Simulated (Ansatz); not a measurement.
# BHF radical: functionals against CCSD(T) at one geometry

One table from this session's results is given with a row withheld; the runs are named, their logs left out.

The runs use Ansatz 0.2.0, Gaussian basis; single points in def2-TZVPP.

Correlated methods freeze the cores. Orbitals are unrestricted. B3LYP uses VWN-RPA correlation.

## Starting geometry

SMILES `[BH]F`, 3 atoms, charge 0, spin multiplicity 2.

Atoms are counted from 1 here; the program's logs count them from 0.

Bond lengths: B1–F2 1.212 Å, B1–H3 1.321 Å. Angles: F2–B1–H3 124.3°.

Geometry (Å):

```tsv
atom	x (Å)	y (Å)	z (Å)
B1	-0.2652	0.3087	-0.1315
F2	0.5702	0.7885	0.6037
H3	-0.3440	-0.9753	-0.4312
```

Set-up of the first run:

Input file run/in.yaml:

```yaml
crystal:
  periodic: [false, false, false]
  atoms:
    - {symbol: B, position_ang: [-0.265200, 0.308700, -0.131500]}
    - {symbol: F, position_ang: [0.570200, 0.788500, 0.603700]}
    - {symbol: H, position_ang: [-0.344000, -0.975300, -0.431200]}
basis:
  gaussian: {orbitals: def2-TZVPP}
magnetization: {spin_polarized: true, initial_magnetization: 1}
correlation: {method: ccsd_t}
scf: {omitted_lower_state_checks: [cluster_reference]}
output: {forces: true}
```

No record of the launch command was kept for these runs.

Steps of the session up to this table: CCSD(T)/def2-TZVPP; PBE0-D4/def2-TZVPP; wB97M-V/def2-TZVPP; r2SCAN-D4/def2-TZVPP; PBE-D4/def2-TZVPP; r2SCANh-D4/def2-TZVPP; B3LYP-D4/def2-TZVPP.

One of the session's tables, all rows but one given; the rest of the session is left out.

```
    method  RMS force component (eV/Å)  angle to CCSD(T) forces (°)  dipole (D)
   CCSD(T)                       3.046                    reference        0.47
   PBE0-D4                           ?                            ?           ?
   wB97M-V                       2.885                          0.8        0.52
 r2SCAN-D4                       2.931                          0.4        0.50
    PBE-D4                       3.034                          2.2        0.59
r2SCANh-D4                       2.870                          0.8        0.47
  B3LYP-D4                       2.886                          0.5        0.49
```

Estimate the missing values for PBE0-D4.

**Answer.** RMS force component (eV/Å): 2.833; angle to CCSD(T) forces (°): 0.8; dipole (D): 0.50. In the column «RMS force component (eV/Å)» it is the lowest.
